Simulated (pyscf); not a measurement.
Single points on ωB97X-D3(BJ)/def2-SVP structures (PySCF, gas phase).

SMILES: [OH][Ti]([OH])([OH])[Cl]
```xyz
8

O      1.6488     0.0195    -0.0168
Ti    -0.0048     0.4571     0.4181
O     -0.0555     2.1466     0.9262
O     -1.0591     0.2341    -0.9792
Cl    -0.6993    -0.8382     2.0842
H      2.5026     0.4393     0.1321
H     -0.6556     2.8730     0.7263
H     -0.9583    -0.2371    -1.8131
```
Charge 0, spin multiplicity 1.

Q: What are the homolytic bond dissociation enthalpies (298 K) of `[OH][Ti]([OH])([OH])[Cl]` at ωB97M-D3(BJ)/def2-TZVP, weakest first?

A: Cl–Ti to [HO–Ti(OH)–OH]• + Cl•: 4.01 eV; O–Ti to OH• + [HO–Ti(OH)–Cl]•: 4.21 eV; H–O to [O–Ti(OH)(OH)–Cl]• + H•: 5.19 eV. Ring and multiple bonds, and those that leave no two simple radicals, are not listed. The radicals are drawn with the spin at the cut bond; how far it spreads was not checked. Other isomers of [HO–Ti(OH)–Cl]•, [O–Ti(OH)(OH)–Cl]•, [HO–Ti(OH)–OH]• were not searched in full and may lie lower. Left out: the spin-orbit lowering of Cl, OH. Open-shell species with a d-block atom are single-reference here; other states, and whether the spin sits on metal or ligand, were not checked.
